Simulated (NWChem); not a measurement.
# Si2H6 (SMILES [SiH3][SiH3]): M06-2X/6-311+G(d,p), part 1 of 2

Aim: the vertical ionisation energy of Si2H6 at M06-2X/6-311+G**, from 2 runs. 

The calculation is run with NWChem 7.3.0.

## Step 1: The molecule

Si2H6: 8 atoms, total charge 0, spin state singlet. As SMILES, `[SiH3][SiH3]`. The coordinates come from a PBE0-D4/def2-TZVP relaxation.

Bond lengths: Si1–Si2 2.338 Å, Si1–H3 1.488 Å, Si1–H4 1.488 Å, Si1–H5 1.488 Å, Si2–H6 1.488 Å, Si2–H7 1.488 Å, Si2–H8 1.488 Å. Some angles: Si1–Si2–H6 110.3°, Si1–Si2–H7 110.3°, Si1–Si2–H8 110.3°, Si2–Si1–H3 110.3°, Si2–Si1–H4 110.3°, Si2–Si1–H5 110.3°, H6–Si2–H7 108.7°, H6–Si2–H8 108.7°, H7–Si2–H8 108.7°, H3–Si1–H4 108.7°.

## Step 2: A single-point energy at M06-2X/6-311+G(d,p)

mymol.nw

```
start mymol
title "H6Si2"
memory 2200 mb
geometry units angstroms noautosym nocenter noautoz
 Si      -0.340500       0.490200      -1.004900
 Si       0.363500      -0.504400       0.991000
 H        0.833900       0.948200      -1.794900
 H       -1.112900      -0.483900      -1.821900
 H       -1.208000       1.664100      -0.717900
 H        1.139000       0.468600       1.806300
 H        1.228100      -1.680500       0.704000
 H       -0.811000      -0.959200       1.782600
end
basis spherical bse
 * library 6-311+G**
end
dft
 xc m06-2x
 grid medium
 convergence energy 1e-08
 iterations 100
 mulliken
 print low
end
task dft
```

The run is started by

```bash
$ nwchem mymol.nw > mymol.out
```

What it wrote:

```text
Northwest Computational Chemistry Package (NWChem) 7.3.0
             --------------------------------------------------------

           Job information
           ---------------

    nwchem branch   = 7.3.0
    use scalapack   = T
    input           = mymol.nw
    prefix          = mymol.
    data base       = ./mymol.db
    status          = startup
    nproc           =        1

           Memory information
           ------------------

    heap     =     72089600 doubles =      550.0 Mbytes
    stack    =     72089597 doubles =      550.0 Mbytes
    global   =    144179200 doubles =     1100.0 Mbytes (distinct from heap & stack)
    total    =    288358397 doubles =     2200.0 Mbytes
    verify   = yes
    hardfail = no

           Directory information
           ---------------------

  0 permanent = .
  0 scratch   = .

                                NWChem Input Module
                                -------------------

                                       H6Si2
                                       -----

 Scaling coordinates for geometry "geometry" by  1.889725989
 (inverse scale =  0.529177249)

                             Geometry "geometry" -> ""
                             -------------------------

 Output coordinates in angstroms (scale by  1.889725989 to convert to a.u.)

  No.       Tag          Charge          X              Y              Z
 ---- ---------------- ---------- -------------- -------------- --------------
    1 Si                  14.0000    -0.34050000     0.49020000    -1.00490000
    2 Si                  14.0000     0.36350000    -0.50440000     0.99100000
    3 H                    1.0000     0.83390000     0.94820000    -1.79490000
    4 H                    1.0000    -1.11290000    -0.48390000    -1.82190000
    5 H                    1.0000    -1.20800000     1.66410000    -0.71790000
    6 H                    1.0000     1.13900000     0.46860000     1.80630000
    7 H                    1.0000     1.22810000    -1.68050000     0.70400000
    8 H                    1.0000    -0.81100000    -0.95920000     1.78260000

      Atomic Mass
      -----------

      Si                27.976930
      H                  1.007825

 Effective nuclear repulsion energy (a.u.)      90.7730877349

            Nuclear Dipole moment (a.u.)
            ----------------------------
        X                 Y               Z
 ---------------- ---------------- ----------------
     0.7390718341    -0.4563688262    -0.4467312237

            XYZ format geometry
            -------------------
     8
 geometry
 Si                   -0.34050000     0.49020000    -1.00490000
 Si                    0.36350000    -0.50440000     0.99100000
 H                     0.83390000     0.94820000    -1.79490000
 H                    -1.11290000    -0.48390000    -1.82190000
 H                    -1.20800000     1.66410000    -0.71790000
 H                     1.13900000     0.46860000     1.80630000
 H                     1.22810000    -1.68050000     0.70400000
 H                    -0.81100000    -0.95920000     1.78260000

 ==============================================================================
                                internuclear distances
 ------------------------------------------------------------------------------
       center one      |      center two      | atomic units |  angstroms
 ------------------------------------------------------------------------------
    2 Si               |   1 Si               |     4.41908  |     2.33847
    3 H                |   1 Si               |     2.81124  |     1.48764
    4 H                |   1 Si               |     2.81116  |     1.48760
    5 H                |   1 Si               |     2.81116  |     1.48760
    6 H                |   2 Si               |     2.81109  |     1.48756
    7 H                |   2 Si               |     2.81126  |     1.48765
    8 H                |   2 Si               |     2.81114  |     1.48759
 ------------------------------------------------------------------------------
                         number of included internuclear distances:          7
 ==============================================================================

 ==============================================================================
                                 internuclear angles
 ------------------------------------------------------------------------------
        center 1       |       center 2       |       center 3       |  degrees
 ------------------------------------------------------------------------------
    2 Si               |   1 Si               |   3 H                |   110.28
    2 Si               |   1 Si               |   4 H                |   110.28
    2 Si               |   1 Si               |   5 H                |   110.27
    3 H                |   1 Si               |   4 H                |   108.65
    3 H                |   1 Si               |   5 H                |   108.65
    4 H                |   1 Si               |   5 H                |   108.66
    1 Si               |   2 Si               |   6 H                |   110.28
    1 Si               |   2 Si               |   7 H                |   110.28
    1 Si               |   2 Si               |   8 H                |   110.27
    6 H                |   2 Si               |   7 H                |   108.65
    6 H                |   2 Si               |   8 H                |   108.66
    7 H                |   2 Si               |   8 H                |   108.65
 ------------------------------------------------------------------------------
                            number of included internuclear angles:         12
 ==============================================================================

 Summary of "ao basis" -> "" (spherical)
 ------------------------------------------------------------------------------
       Tag                 Description            Shells   Functions and Types
 ---------------- ------------------------------  ------  ---------------------
 *                         6-311+G**                  on all atoms

                                 NWChem DFT Module
                                 -----------------

                                       H6Si2

                      Basis "ao basis" -> "ao basis" (spherical)
                      -----
  [basis functions not shown]

 Summary of "ao basis" -> "ao basis" (spherical)
 ------------------------------------------------------------------------------
       Tag                 Description            Shells   Functions and Types
 ---------------- ------------------------------  ------  ---------------------
 Si                        6-311+G**                14       30   7s6p1d
 H                         6-311+G**                 4        6   3s1p

  Caching 1-el integrals
   Time after variat. SCF:      0.3

     ---------------------------------------------
      Total Density - Mulliken Population Analysis
     ---------------------------------------------

    Atom       Charge   Shell Charges
 -----------   ------   -------------------------------------------------------
    1 Si  14    13.75   0.79  1.18  0.97  1.02  0.82  0.57  1.95  3.94  0.55  1.50  0.35  0.02  0.02  0.08
    2 Si  14    13.75   0.79  1.18  0.97  1.02  0.82  0.57  1.95  3.94  0.55  1.50  0.35  0.02  0.02  0.08
    3 H    1     1.08   0.23  0.56  0.28  0.01
    4 H    1     1.08   0.23  0.56  0.28  0.01
    5 H    1     1.08   0.23  0.56  0.28  0.01
    6 H    1     1.08   0.23  0.56  0.28  0.01
    7 H    1     1.08   0.23  0.56  0.28  0.01
    8 H    1     1.08   0.23  0.56  0.28  0.01
   Time prior to 1st pass:      0.3

           Memory utilization after 1st SCF pass:
           Heap Space remaining (MW):       37.32            37322664
          Stack Space remaining (MW):       72.09            72088852

   convergence    iter        energy       DeltaE   RMS-Dens  Diis-err    time
 ---------------- ----- ----------------- --------- --------- ---------  ------
 d= 0,ls=0.0,diis     1   -582.5013462830 -6.73D+02  3.11D-03  6.63D-01     1.3
 d= 0,ls=0.0,diis     2   -582.5252926309 -2.39D-02  1.40D-03  1.26D-02     2.4
 d= 0,ls=0.0,diis     3   -582.5257052904 -4.13D-04  4.75D-04  3.75D-03     3.6
 d= 0,ls=0.0,diis     4   -582.5262065261 -5.01D-04  1.59D-04  3.58D-05     4.7
 d= 0,ls=0.0,diis     5   -582.5262173370 -1.08D-05  2.14D-05  1.46D-06     5.9
 d= 0,ls=0.0,diis     6   -582.5262176689 -3.32D-07  4.98D-06  7.60D-08     7.0
 d= 0,ls=0.0,diis     7   -582.5262176828 -1.39D-08  1.20D-06  1.59D-09     8.2
 d= 0,ls=0.0,diis     8   -582.5262176834 -5.34D-10  8.50D-08  3.80D-11     9.3

         Total DFT energy =     -582.526217683364
      One electron energy =     -986.930576726634
           Coulomb energy =      357.630203201977
    Exchange-Corr. energy =      -43.998931893597
 Nuclear repulsion energy =       90.773087734890

 Numeric. integr. density =       34.000017275817

     Total iterative time =      9.0s

     ---------------------------------------------
      Total Density - Mulliken Population Analysis
     ---------------------------------------------

    Atom       Charge   Shell Charges
 -----------   ------   -------------------------------------------------------
    1 Si  14    13.70   0.79  1.18  0.94  1.05  0.81  0.55  1.98  3.90  0.65  1.57  0.16 -0.01  0.03  0.11
    2 Si  14    13.70   0.79  1.18  0.94  1.05  0.81  0.55  1.98  3.90  0.65  1.57  0.16 -0.01  0.03  0.11
    3 H    1     1.10   0.25  0.57  0.28  0.01
    4 H    1     1.10   0.25  0.57  0.28  0.01
    5 H    1     1.10   0.25  0.57  0.28  0.01
    6 H    1     1.10   0.25  0.57  0.28  0.01
    7 H    1     1.10   0.25  0.57  0.28  0.01
    8 H    1     1.10   0.25  0.57  0.28  0.01

     -------------------------------------------
      Total Density - Lowdin Population Analysis
     -------------------------------------------

    Atom       Charge   Shell Charges
 -----------   ------   -------------------------------------------------------
    1 Si  14    13.75   0.90  1.08  0.93  1.02  0.54  0.38  2.17  3.53  0.85  1.35  0.60  0.09  0.17  0.13
    2 Si  14    13.75   0.90  1.08  0.93  1.02  0.54  0.38  2.17  3.53  0.85  1.35  0.60  0.09  0.17  0.13
    3 H    1     1.08   0.26  0.51  0.29  0.03
    4 H    1     1.08   0.26  0.51  0.29  0.03
    5 H    1     1.08   0.26  0.51  0.29  0.03
    6 H    1     1.08   0.26  0.51  0.29  0.03
    7 H    1     1.08   0.26  0.51  0.29  0.03
    8 H    1     1.08   0.26  0.51  0.29  0.03

 Task  times  cpu:        9.3s     wall:        9.3s
 Total times  cpu:        9.3s     wall:        9.3s
```

Run time: 9.9 s. Hardware: 1 thread of Intel Xeon 6975P-C (Granite Rapids), shared host; peak memory 0.11 GiB.

(Continued in part 2 of 2.)
